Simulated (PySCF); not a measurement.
PySCF input (HF/aug-cc-pV(Q+d)Z):

```python
import numpy as np, basis_set_exchange as bse
from pyscf import gto, scf, dft, df
from pyscf.prop.nmr import rhf as nmr

basis = {'Cl': gto.basis.parse(bse.get_basis('aug-cc-pV(Q+d)Z', elements=['Cl'], fmt='nwchem')), 'H': gto.basis.parse(bse.get_basis('aug-cc-pV(Q+d)Z', elements=['H'], fmt='nwchem'))}
mol = gto.M(
    atom='''
    Cl   -0.00000000   -0.00000000   -0.07122178
    H     0.00000000    0.00000000    1.21077034
    ''',
    basis=basis,
    charge=0,
    verbose=4,
    max_memory=2160,
)
mf = scf.RHF(mol)
mf.conv_tol = 1e-9
mf.max_cycle = 100
print('smallest overlap eigenvalue', np.linalg.eigvalsh(mol.intor('int1e_ovlp'))[0])
mf.kernel()
dip = mf.dip_moment()
n = nmr.NMR(mf)
n.verbose = 2
n.max_cycle_cphf = 60
sigma = n.kernel()
for i, x in enumerate(sigma):
    print(mol.atom_symbol(i), i + 1, round(x.trace() / 3, 3))
```

Output:

```
PySCF version 2.14.0

[INPUT] verbose = 4
[INPUT] num. atoms = 2
[INPUT] num. electrons = 18
[INPUT] charge = 0
[INPUT] spin (= nelec alpha-beta = 2S) = 0
[INPUT] symmetry False subgroup None
[INPUT] Mole.unit = angstrom
[INPUT] Symbol           X                Y                Z      unit          X                Y                Z       unit  Magmom
[INPUT]  1 Cl     0.000000000000   0.000000000000  -0.071221780000 AA    0.000000000000   0.000000000000  -0.134589658304 Bohr   0.0
[INPUT]  2 H      0.000000000000   0.000000000000   1.210770340000 AA    0.000000000000   0.000000000000   2.288024342347 Bohr   0.0

nuclear repulsion = 7.01721363594653
number of shells = 18
number of NR pGTOs = 165
number of NR cGTOs = 135
basis = {'Cl': [[0, [834900.0, 2.31688e-05, -6.49649e-06, 0.0, 0.0, 1.96645e-06, 0.0], [125000.0, 0.000180154, -5.04895e-05, 0.0, 0.0, 1.5262e-05, 0.0], [28430.0, 0.000947782, -0.000266113, 0.0, 0.0, 8.06086e-05, 0.0], [8033.0, 0.00400139, -0.00112499, 0.0, 0.0, 0.00033996, 0.0], [2608.0, 0.0144629, -0.00410497, 0.0, 0.0, 0.00124551, 0.0], [933.9, 0.0456586, -0.0131987, 0.0, 0.0, 0.00399612, 0.0], [360.0, 0.123248, -0.0375342, 0.0, 0.0, 0.0114751, 0.0], [147.0, 0.264369, -0.0897233, 0.0, 0.0, 0.0275504, 0.0], [62.88, 0.382989, -0.167671, 0.0, 0.0, 0.0532917, 0.0], [27.6, 0.270934, -0.174763, 0.0, 0.0, 0.0571246, 0.0], [11.08, 0.0471404, 0.114909, 0.0, 0.0, -0.0395201, 0.0], [5.075, -0.00371766, 0.563618, 0.0, 0.0, -0.264343, 0.0], [2.278, 0.00219158, 0.441606, 0.0, 0.0, -0.349291, 0.0], [0.7775, -0.00084985, 0.0426697, 1.0, 0.0, 0.269671, 0.0], [0.3527, 0.000424664, -0.00667229, 0.0, 1.0, 0.676073, 0.0], [0.1431, -0.000120018, 0.00190729, 0.0, 0.0, 0.284679, 1.0]], [0, [0.0519, 1.0]], [1, [1703.0, 0.000474039, 0.0, -0.000128266, 0.0, 0.0], [403.6, 0.00406412, 0.0, -0.00109356, 0.0, 0.0], [130.3, 0.0213355, 0.0, -0.00583429, 0.0, 0.0], [49.05, 0.0794611, 0.0, -0.0219258, 0.0, 0.0], [20.26, 0.208927, 0.0, -0.0601385, 0.0, 0.0], [8.787, 0.364945, 0.0, -0.106929, 0.0, 0.0], [3.919, 0.371725, 0.0, -0.122454, 0.0, 0.0], [1.765, 0.146292, 0.0, 0.0383619, 0.0, 0.0], [0.7207, 0.0107906, 1.0, 0.385256, 0.0, 0.0], [0.2839, 0.00117004, 0.0, 0.507265, 1.0, 0.0], [0.106, 0.000339408, 0.0, 0.227218, 0.0, 1.0]], [1, [0.0376, 1.0]], [2, [5.191, 1.0, 0.0, 0.0, 0.0], [1.276, 0.0, 1.0, 0.0, 0.0], [0.583, 0.0, 0.0, 1.0, 0.0], [0.243, 0.0, 0.0, 0.0, 1.0]], [2, [0.0912, 1.0]], [3, [1.089, 1.0, 0.0], [0.423, 0.0, 1.0]], [3, [0.217, 1.0]], [4, [0.827, 1.0]], [4, [0.378, 1.0]]], 'H': [[0, [82.64, 0.0, 0.0, 0.002006, 0.0], [12.41, 0.0, 0.0, 0.015343, 0.0], [2.824, 0.0, 0.0, 0.075579, 0.0], [0.7977, 1.0, 0.0, 0.256875, 0.0], [0.2581, 0.0, 1.0, 0.497368, 0.0], [0.08989, 0.0, 0.0, 0.296133, 1.0]], [0, [0.02363, 1.0]], [1, [2.292, 1.0, 0.0, 0.0], [0.838, 0.0, 1.0, 0.0], [0.292, 0.0, 0.0, 1.0]], [1, [0.0848, 1.0]], [2, [2.062, 1.0, 0.0], [0.662, 0.0, 1.0]], [2, [0.19, 1.0]], [3, [1.397, 1.0]], [3, [0.36, 1.0]]]}
ecp = {}
smallest overlap eigenvalue 8.559729634514615e-05

******** <class 'pyscf.scf.hf.RHF'> ********
method = RHF
initial guess = minao
damping factor = 0
level_shift factor = 0
DIIS = <class 'pyscf.scf.diis.CDIIS'>
diis_start_cycle = 1
diis_space = 8
diis_damp = 0
SCF conv_tol = 1e-09
SCF conv_tol_grad = None
SCF max_cycles = 100
direct_scf = True
direct_scf_tol = 1e-13
Set gradient conv threshold to 3.16228e-05
Initial guess from minao.
init E= -459.998982642091
  HOMO = -0.451663531190475  LUMO = 0.0208325371013984  gap/eV = 12.85727
cycle= 1 E= -460.094808494194  delta_E= -0.0958  |g|= 0.217  |ddm|= 2.01
  HOMO = -0.463596468124096  LUMO = 0.0204230062382003  gap/eV = 13.17084
cycle= 2 E= -460.109841912103  delta_E= -0.015  |g|= 0.0958  |ddm|= 0.414
  HOMO = -0.47756196566359  LUMO = 0.0249922385846943  gap/eV = 13.67520
cycle= 3 E= -460.111638947421  delta_E= -0.0018  |g|= 0.0185  |ddm|= 0.136
  HOMO = -0.476823749968275  LUMO = 0.0256677905590159  gap/eV = 13.67349
cycle= 4 E= -460.111854199901  delta_E= -0.000215  |g|= 0.00664  |ddm|= 0.0309
  HOMO = -0.476830075323091  LUMO = 0.0256539771038149  gap/eV = 13.67329
cycle= 5 E= -460.111887498261  delta_E= -3.33e-05  |g|= 0.00104  |ddm|= 0.015
  HOMO = -0.476775633270342  LUMO = 0.0256531328582135  gap/eV = 13.67178
cycle= 6 E= -460.111888334159  delta_E= -8.36e-07  |g|= 0.000256  |ddm|= 0.00261
  HOMO = -0.476860706795605  LUMO = 0.0256492990876893  gap/eV = 13.67399
cycle= 7 E= -460.111888372614  delta_E= -3.85e-08  |g|= 5.08e-05  |ddm|= 0.000738
  HOMO = -0.476853516193304  LUMO = 0.0256499787744744  gap/eV = 13.67382
cycle= 8 E= -460.111888373914  delta_E= -1.3e-09  |g|= 6.9e-06  |ddm|= 0.000176
  HOMO = -0.4768549871858  LUMO = 0.0256501890203573  gap/eV = 13.67386
cycle= 9 E= -460.111888373945  delta_E= -3.05e-11  |g|= 1.15e-06  |ddm|= 2.96e-05
  HOMO = -0.47685465388659  LUMO = 0.0256502314254554  gap/eV = 13.67385
Extra cycle  E= -460.111888373943  delta_E= 1.48e-12  |g|= 3.69e-07  |ddm|= 3.58e-06
converged SCF energy = -460.111888373943
Dipole moment(X, Y, Z, Debye): -0.00000, -0.00000,  1.18947
Cl 1 955.069
H 2 30.246
```
